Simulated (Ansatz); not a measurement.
Saddle point of CH$_{5}$, doublet (CH₄ + H → CH₃ + H₂; bonds formed: H1–H3; bonds broken: H1–C2), PBE0-D4/def2-TZVP structure:

```
atom    x (Å)    y (Å)    z (Å)
  H1   0.7732   0.0520  -0.5186
  C2  -0.4270  -0.0287   0.2865
  H3   1.4994   0.1008  -1.0057
  H4  -0.6355   1.0163   0.4884
  H5  -1.1181  -0.5256  -0.3857
  H6  -0.0919  -0.6148   1.1353
```

Energies are electronic, without zero-point energy. Barriers and step energies count from the start structure reached by relaxing down the imaginary mode; all methods use the PBE0-D4 structures, on which another method's saddle can fall below an end. Ansatz 0.2.0; basis: def2-TZVPP, with def2-QZVPP for the basis limit; cores frozen in the correlated methods; orbitals are unrestricted. B3LYP uses VWN-RPA correlation. Extrapolation: Hartree–Fock as exp(−7.88 √X), correlation as X^−2.97.

```tsv
method	barrier (kJ/mol)	step energy (kJ/mol)
SPW92	26.3	39.3
PBE-D4	40.0	21.6
BLYP-D4	?	2.8
r2SCAN-D4	33.7	1.2
B97M-V	48.1	15.6
PBE0-D4	50.2	20.0
B3LYP-D4	38.1	3.6
r2SCAN0-D4	?	1.6
BHLYP-D4	50.3	2.8
CAM-B3LYP-D4	46.3	9.2
wB97X-V	59.4	18.6
wB97M-V	?	15.7
B2PLYP	54.0	10.6
PBE-QIDH	66.2	22.3
RPA on PBE	60.5	7.6
HF	94.5	7.8
MP2	83.4	28.4
CCSD	63.4	7.1
CCSD(T)	62.6	11.0
```

Question: Fill in the withheld barriers. (An estimate is asked for; the value comes from the calculation.)

Answer: Computed: BLYP-D4 29.4; wB97M-V 59.7; r2SCAN0-D4 40.8 kJ/mol. Each is the energy of the saddle less that of the start structure, by the same method.

For comparison, the barrier by CCSD(T) at an estimated basis limit (MP2 extrapolated from triple and quadruple zeta, plus CCSD(T) − MP2 in triple zeta) is 61.4 kJ/mol.

The T1 diagnostic stays at or below 0.016. ⟨S²⟩ of the unrestricted Hartree–Fock references: 0.75 to 0.79 (a pure state has 0.75).

For scale, one of the runs: CCSD(T)/def2-TZVPP, 101 basis functions, launched by `ansatz run in.yaml --threads 2 --pin off --events-out ev --progress --plain --max-ram 4352MiB`. The run took 6 s on 2 CPU threads of an AMD EPYC 7R43 (shared host), with 0.65 GiB of host memory at its peak.
